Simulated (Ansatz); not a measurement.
We consider solid chlorine, described by PBE0 (Ansatz, a first-principles code, PAW).

Run with plane-wave cutoff 460 eV, 8×8×4 k mesh (along the axes of the cell as run), Fermi–Dirac smearing 0.01 eV, scalar-relativistic PAW data made under PBE.

Cell (measured lattice):

```cif
data_Cl4
_chemical_formula_sum 'Cl4'
_space_group_name_H-M_alt 'P 1'
_space_group_IT_number 1
_cell_length_a 3.89130
_cell_length_b 3.89130
_cell_length_c 8.15490
_cell_angle_alpha 90.000
_cell_angle_beta 90.000
_cell_angle_gamma 108.295
loop_
_space_group_symop_operation_xyz
  'x, y, z'
loop_
_atom_site_label
_atom_site_type_symbol
_atom_site_fract_x
_atom_site_fract_y
_atom_site_fract_z
_atom_site_occupancy
Cl1 Cl 0.88946 0.88946 0.89339 1
Cl2 Cl 0.61054 0.61054 0.39339 1
Cl3 Cl 0.38946 0.38946 0.60661 1
Cl4 Cl 0.11054 0.11054 0.10661 1
```

Task: Predict the band gap.

Result: 
- band gap: 4.90 eV (direct)

Note: cell and atoms aren't relaxed at this level (largest force component 0.48 eV/Å).

The computed numbers hold no vibrational or temperature effects.

Cost on a shared machine: very roughly 3 core-minutes.
